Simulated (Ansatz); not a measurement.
Consider the substitution at a C–Si bond: `C#C[SiH3]` + `OCF` → `C#COCF` + SiH₄.

Isolated molecules relaxed with PBE0-D4/def2-TZVP in Ansatz; ΔE leaves out vibrations. CCSD(T)/CBS adds triple-zeta CCSD(T) − MP2 to the extrapolated MP2 energy (def2 sets, frozen cores). This one scheme is used for every species. Each species was taken in one conformer, which may not be the lowest.

`C#C[SiH3]`:

```xyz
7

C     0.116    1.081    1.632
C     0.045    0.417    0.628
Si   -0.063   -0.589   -0.889
H     0.179    1.669    2.519
H    -1.391   -1.248   -0.947
H     0.110    0.288   -2.072
H     1.004   -1.619   -0.871
```

`OCF`:

Cartesian coordinates in Å:
```
O 0.823 0.279 -0.645
C -0.068 -0.101 0.323
F -0.864 -1.141 -0.114
H 0.350 0.720 -1.356
H -0.750 0.705 0.617
H 0.510 -0.461 1.176
```

`C#COCF`:

```xyz
8

C     0.472    1.045    1.756
C     0.003    0.201    1.046
O    -0.511   -0.718    0.291
C    -0.225   -0.546   -1.091
F    -0.825   -1.569   -1.721
H     0.879    1.783    2.403
H    -0.650    0.401   -1.436
H     0.856   -0.597   -1.248
```

SiH₄:

```xyz
5

Si    0.000    0.000    0.000
H     1.057    0.611   -0.844
H    -0.763   -0.990   -0.802
H    -0.920    1.059    0.485
H     0.626   -0.681    1.161
```

```tsv
species	MP2/def2-TZVPP energy (Eh)
`C#C[SiH3]`	-367.40561
`OCF`	-214.66852
`C#COCF`	-290.61560
SiH₄	-291.40196
```

Q: Work out ΔE.

A: ΔE = (-290.61560) + (-291.40196) − (-367.40561) − (-214.66852) = 0.05657 Eh = +148.5 kJ/mol. CCSD(T)/CBS gives +148.2 kJ/mol.

Largest T1 diagnostic among the species: 0.013.

Leaving LDA and LC-ωPBE aside and taking each functional with its dispersion term where it has one, the values, not all of them listed here, spread over 11.5 kJ/mol, from PBE-D4 to B2PLYP. LDA lies −12.3 kJ/mol from PBE without D4. In def2-TZVPP, CCSD(T) changes the Hartree–Fock value by +6.3 kJ/mol (the triples alone add −0.1 kJ/mol) and MP2 by +12.1 kJ/mol. From BLYP to BHLYP (50 % exact exchange), in def2-TZVPP and without D4, ΔE moves by +4.5 kJ/mol.
